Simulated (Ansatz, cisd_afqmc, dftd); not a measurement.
Barrier from H (doublet) + H2 (SMILES [H][H]) to the saddle point below; all geometries are those of the HTBH38 set.
```xyz
3

H      0.0000     0.0000     0.0000
H      0.0000     0.0000    -0.9295
H      0.0000     0.0000     0.9295
```
Charge 0, spin multiplicity 2.

Wanted: barrier height (electronic, no zero-point energy), in kcal/mol. Open shells are spin-unrestricted; no spin-orbit coupling. Correlated methods leave the cores frozen. Rows without X2C or -DK are non-relativistic. AFQMC/CISD: phaseless, guided by CISD from CCSD amplitudes; bars are statistical, one sigma. Outlying blocks are dropped, and bars are widened where a walk drifts. Over all cases where full CI ran beside it in this data, AFQMC minus full CI had a median of +0.1 mEh and passed +0.4 mEh in a tenth of the cases. CBS(X,Y): correlation extrapolated as X^-3, Hartree-Fock from the larger set. A bracket is a step between two methods taken in the basis named. The functionals are non-relativistic, so their misses hold any scalar relativity. Double hybrids freeze cores in their MP2 part. 'core' is core correlation in cc-pwCVTZ, 'X2C' scalar relativity in cc-pVTZ-DK, both at CCSD(T). Full CI freezes restricted core orbitals, also for open shells; the composite that ends in it estimates full CI at the basis-set limit. Where a partner has so few electrons that a lower coupled-cluster level is exact, that level stands in. The UHF reference of H3 (saddle point or complex, doublet) is spin-contaminated (<S^2> up to 0.04 over the pure value in the sets run).

Published benchmark value: 9.6 kcal/mol (Zhao et al., J. Phys. Chem. A 109, 2012 (2005), HTBH38), a best estimate, not a measurement.

```tsv
level	program	barrier height (kcal/mol)	difference against that value
HF/aug-cc-pVQZ	Ansatz	17.6	8.0
PBE/def2-TZVPD	Ansatz	3.6	-6.0
r2SCAN-D4/def2-TZVPD	Ansatz + dftd4	2.5	-7.1
r2SCANh-D4/def2-TZVPD	Ansatz + dftd4	3.0	-6.6
CAM-B3LYP-D3(BJ)/def2-TZVPD	Ansatz + dftd3	4.7	-4.9
B2PLYP-D3(BJ)/def2-TZVPD	Ansatz + dftd3	7.2	-2.4
CCSD(T)/aug-cc-pVDZ	Ansatz	9.3	-0.3
AFQMC/CISD/aug-cc-pVDZ	cisd_afqmc	9.2 ± 0.1	-0.4
AFQMC/CISD/aug-cc-pVTZ	cisd_afqmc	9.7 ± 0.1	0.1
FCI/aug-cc-pVDZ	Ansatz	9.2	-0.4
FCI/aug-cc-pVQZ	Ansatz	9.6	0.0
CCSD(T)/CBS(aug-cc-pVTZ,aug-cc-pVQZ) + [AFQMC/CISD - CCSD(T)]/aug-cc-pVTZ + core + X2C	Ansatz + cisd_afqmc	9.6 ± 0.1	0.0
CCSD(T)/CBS(aug-cc-pVTZ,aug-cc-pVQZ) + [FCI - CCSD(T)]/aug-cc-pVTZ + core + X2C	Ansatz	9.6	0.0
CCSD(T)/CBS(aug-cc-pVTZ,aug-cc-pVQZ) + [FCI - CCSD(T)]/aug-cc-pVQZ + core + X2C	Ansatz	9.6	0.0
```

Ansatz is an electronic-structure program.
